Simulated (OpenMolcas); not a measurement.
# One shape, several levels: SO3 (sulfur trioxide)

Wanted: a comparison of 6 runs (B2PLYP/6-311+G**, BLYP/6-311+G**, M06-2X/6-311+G**, M06-L/6-311+G**, PBE0/6-311+G**, TPSS/6-311+G**) of SO3 (sulfur trioxide). 

The results are computed with OpenMolcas 26.06.

## (1) Starting point

SO3: 4 atoms, total charge 0, spin state singlet. SMILES: `O=S(=O)=O`. The shape is that of a PBE0-D4/def2-TZVP optimisation.

Bond lengths: O1–S2 1.419 Å, S2–O3 1.419 Å, S2–O4 1.419 Å. Angles: O1–S2–O3 120.0°, O1–S2–O4 120.0°, O3–S2–O4 120.0°.

## (2) The energy at B2PLYP/6-311+G(d,p) (run 1)

test.input reads:

```
&GATEWAY
 BASLIB=$CurrDir
 COORD
 4
 angstrom
 O       -1.121570      -0.684610       0.536720
 S        0.000010      -0.000030      -0.000040
 O        1.308940      -0.327680       0.440460
 O       -0.187380       1.012320      -0.977150
 BASIS=6-311pGss
 GROUP=NoSym

&SEWARD
 GRIDINPUT
 Grid=UltraFine
 End of Grid

&SCF
 KSDFT=B2PLYP_SCF
 THRESHOLDS=1e-10 1e-07 1e-07 1e-05
 PRORBITALS=1 2

&MBPT2
 FROZEN=8
```

The basis set 6-311+G** is read from a file made from the Basis Set Exchange's data (not shown).

Launch:

```sh
$ export MOLCAS_MEM=1860
$ pymolcas test.input > test.log
```

Output:

```text
--- Start Module: gateway ---
[...]
--- Stop Module: gateway /rc=_RC_ALL_IS_WELL_ ---
[...]
      Basis functions           96
[...]
--- Start Module: scf ---
[...]
       Convergence after  12 Iterations
[...]
::    Total KS-DFT energy                            -623.2821785153
[...]
      Total spin, S                                     0.0000000000
[...]
      Total electronic charge=   40.000000
      Total            charge=   -0.000000
[...]
      Dipole Moment (debye):
      Origin of the operator (angstrom)=    0.0000   -0.0000   -0.0000
                   X=  1.0609E-04               Y= -1.9321E-04               Z= -2.5802E-04           Total=  3.3935E-04
      Quadrupole Moment (debye*angstrom):
[...]
--- Stop Module: scf /rc=_RC_ALL_IS_WELL_ ---
[...]
--- Start Module: mbpt2 ---
[...]
 ###    WARNING: MP2 implementation intended for RHF references only         ###
 ###############################################################################
MBPT2 WARNING: Reference function according to RunFile:KS-DFT
I'll assume you know what you're doing and continue
WARNING!
Default frozen orbitals as non valence orbitals is overwritten by user input.
Default values:   8
[...]
       Reference weight ( Cref**2 )         =        0.72698
::    Total MBPT2 energy                             -624.2256407500
[...]
      Total MBPT2 calculations                           0.32      0.35
--- Stop Module: mbpt2 /rc=_RC_ALL_IS_WELL_ ---
[...]
```

Wall time 15 s (1 thread of Arm Neoverse V2, shared host); peak memory 0.53 GiB.

## (3) Energy and forces at BLYP/6-311+G(d,p) (run 2)

mol.xyz reads:

```xyz
4

O     -1.121570    -0.684610     0.536720
S      0.000010    -0.000030    -0.000040
O      1.308940    -0.327680     0.440460
O     -0.187380     1.012320    -0.977150
```

mol.input reads:

```
* O3S Kohn-Sham DFT
&GATEWAY
BasLib=$CurrDir
Coord=mol.xyz
Basis=6-311pGss
Group=NoSym
&SEWARD
GridInput
Grid=UltraFine
End of Grid
&SCF
KSDFT=BLYP
Thresholds=1e-10 1e-07 1e-07 1e-05
PrOrbitals=1 1
&ALASKA
```

The basis set 6-311+G** is read from a file made from the Basis Set Exchange's data (not shown).

Launch:

```sh
$ export MOLCAS_MEM=1860
$ pymolcas mol.input > mol.log
```

Output:

```text
--- Start Module: gateway ---
[...]
--- Stop Module: gateway /rc=_RC_ALL_IS_WELL_ ---
[...]
      Basis functions           96
[...]
--- Start Module: scf ---
[...]
       Convergence after  16 Iterations
[...]
::    Total KS-DFT energy                            -623.8367877310
[...]
      Total spin, S                                     0.0000000000
[...]
      Total electronic charge=   40.000000
      Total            charge=   -0.000000
[...]
      Dipole Moment (debye):
      Origin of the operator (angstrom)=    0.0000   -0.0000   -0.0000
                   X=  8.7229E-05               Y= -1.4090E-04               Z= -1.9368E-04           Total=  2.5490E-04
      Quadrupole Moment (debye*angstrom):
[...]
--- Stop Module: scf /rc=_RC_ALL_IS_WELL_ ---
[...]
--- Start Module: alaska ---
[...]
 *              Molecular gradients               *
 **************************************************
  Irreducible representation: a
 ------------------------------------------------------------------------------------------
                              X                       Y                       Z
 ------------------------------------------------------------------------------------------
  O1                5.19129470080735E-02    3.16903244203033E-02   -2.48395072583616E-02
  S2                8.19640108832632E-06   -9.35972131054668E-06   -3.94856805354857E-06
  O3               -6.05875882076354E-02    1.51674466105316E-02   -2.03822949767236E-02
  O4                8.66644479844236E-03   -4.68484113095293E-02    4.52257508031835E-02
 ------------------------------------------------------------------------------------------
--- Stop Module: alaska /rc=_RC_ALL_IS_WELL_ ---
[...]
```

Run time: 21 s. Hardware: 1 thread of Arm Neoverse V2, shared host; peak memory 0.53 GiB.

Runs 3 to 5 aren't shown in full; the table further down has their settings and results.

## (4) Energy and gradient at TPSS/6-311+G(d,p) (run 6)

job.input reads:

```
&GATEWAY
BasLib=$CurrDir
BasisSet
O.6-311pGss....
O1 -1.121570 -0.684610 0.536720 angstrom
O3 1.308940 -0.327680 0.440460 angstrom
O4 -0.187380 1.012320 -0.977150 angstrom
End of Basis
BasisSet
S.6-311pGss....
S2 0.000010 -0.000030 -0.000040 angstrom
End of Basis
&SEWARD
GridInput
Grid=UltraFine
End of Grid
&SCF
KSDFT=2
1.0 MGGA_X_TPSS
1.0 MGGA_C_TPSS
Thresholds=1e-10 1e-07 1e-07 1e-05
PrOrbitals=1
&ALASKA
```

The basis set 6-311+G** is read from a file made from the Basis Set Exchange's data (not shown).

Launch:

```sh
$ export MOLCAS_MEM=1860
$ pymolcas job.input > job.log
```

Output:

```text
--- Start Module: gateway ---
[...]
--- Stop Module: gateway /rc=_RC_ALL_IS_WELL_ ---
[...]
      Basis functions           96
[...]
--- Start Module: scf ---
[...]
       Convergence after  17 Iterations
[...]
::    Total KS-DFT energy                            -623.8998319536
[...]
      Total spin, S                                     0.0000000000
[...]
      Total electronic charge=   40.000000
      Total            charge=   -0.000000
[...]
      Dipole Moment (debye):
      Origin of the operator (angstrom)=    0.0000   -0.0000   -0.0000
                   X=  8.9270E-05               Y= -1.4455E-04               Z= -1.9045E-04           Total=  2.5521E-04
      Quadrupole Moment (debye*angstrom):
[...]
--- Stop Module: scf /rc=_RC_ALL_IS_WELL_ ---
[...]
--- Start Module: alaska ---
[...]
 *              Molecular gradients               *
 **************************************************
  Irreducible representation: a
 ------------------------------------------------------------------------------------------
                              X                       Y                       Z
 ------------------------------------------------------------------------------------------
  O1                4.24045042654377E-02    2.58896174580716E-02   -2.02916903637345E-02
  O3               -4.94915057706393E-02    1.23894558612170E-02   -1.66475933163586E-02
  O4                7.07612588585471E-03   -3.82622996134856E-02    3.69385257823005E-02
  S2                1.08756192832900E-05   -1.67737057588183E-05    7.57897788692882E-07
 ------------------------------------------------------------------------------------------
--- Stop Module: alaska /rc=_RC_ALL_IS_WELL_ ---
[...]
```

It took 29 s on 1 thread of Arm Neoverse V2, shared host; peak memory 0.53 GiB.

## (5) The series

| run | level | task | frozen core orbitals | energy (Eh) | dipole moment (D) | HOMO energy (eV) | LUMO energy (eV) | wall time |
| --- | --- | --- | --- | --- | --- | --- | --- | --- |
| 1 | B2PLYP/6-311+G** | energy | 8 | -623.536913 | 0.00 | -11.84 | -1.39 | 15 s |
| 2 | BLYP/6-311+G** | gradient | – | -623.836788 | 0.00 | -8.22 | -3.59 | 21 s |
| 3 | M06-2X/6-311+G** | gradient | – | -623.733049 | 0.00 | -11.88 | -1.82 | 23 s |
| 4 | M06-L/6-311+G** | gradient | – | -623.826400 | 0.00 | -8.60 | -3.37 | 29 s |
| 5 | PBE0/6-311+G** | gradient | – | -623.469627 | 0.00 | -10.11 | -2.74 | 19 s |
| 6 | TPSS/6-311+G** | gradient | – | -623.899832 | 0.00 | -8.42 | -3.54 | 29 s |

## (6) Outcome

| quantity | value |
| --- | --- |
| run 6: total energy | -623.89983 Eh |
| run 6: dipole moment | 0.00 D |
| run 6: HOMO energy | -8.42 eV |
| run 6: LUMO energy | -3.54 eV |
| run 6: HOMO–LUMO gap | 4.88 eV |
| run 6: largest force on an atom | 2.760 eV/Å |

What this shows: The HOMO–LUMO gap runs from 4.63 eV (BLYP/6-311+G**) to 10.45 eV (B2PLYP/6-311+G**). A double hybrid's value is that of its SCF part. For B2PLYP the log adds the whole second-order term; the table takes 0.27 of it, as the functional is defined. Totals of different functionals can't be ranked against each other. All runs together took 2.3 min, the longest 29 s.
